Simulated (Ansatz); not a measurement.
Ansatz (an electronic-structure program) input (B3LYP/6-311++G(2d,2p)): A basis named .json is the Basis Set Exchange file of that set (core-valence sets with the plain set on hydrogen).

Ansatz 0.2 input:
```yaml
crystal:
  periodic: [false, false, false]
  atoms:
    - {symbol: C, position_ang: [0.09243262, 0.69871992, -0.00992094]}
    - {symbol: C, position_ang: [1.35201846, 1.05337977, -0.01885512]}
    - {symbol: Cl, position_ang: [-0.73221915, -0.76094037, 0.01283470]}
    - {symbol: H, position_ang: [2.15719226, 0.32186446, -0.01136807]}
    - {symbol: H, position_ang: [1.62382678, 2.10152370, -0.03416548]}
basis:
  gaussian:
    orbitals: 6-311++G_2d_2p_.json
hamiltonian:
  xc: {name: B3LYP}
magnetization: {spin_polarized: true, initial_magnetization: 1}
```

Output:

```
Functional definition: B3LYP
integrals: 0.04 GiB planned
795 factors; their error is unknown
mean field: 0.43 GiB planned
mean field evaluation 1: about -14616.8558 eV, gradient 4.7e1 eV
mean field evaluation 2: about -14598.4346 eV, gradient 7.1e1 eV
mean field evaluation 4: about -14627.7756 eV, gradient 3.2e0 eV
mean field evaluation 8: about -14627.8304 eV, gradient 1.5e-1 eV
mean field evaluation 16: about -14627.8318 eV, gradient 2.6e-4 eV
mean field -14627.83181505 eV, -537.5629041025 hartree, gradient 1.6e-5 eV, S^2 0.759799; 0 other end points of the search recorded, 0 dependent functions left out
reference -14627.83209192 eV, -537.5629142773 hartree; 16, 15 occupied and 93, 94 virtual orbitals, 795 factors
Total energy: -14627.83209192 eV, -537.5629142773 hartree
```
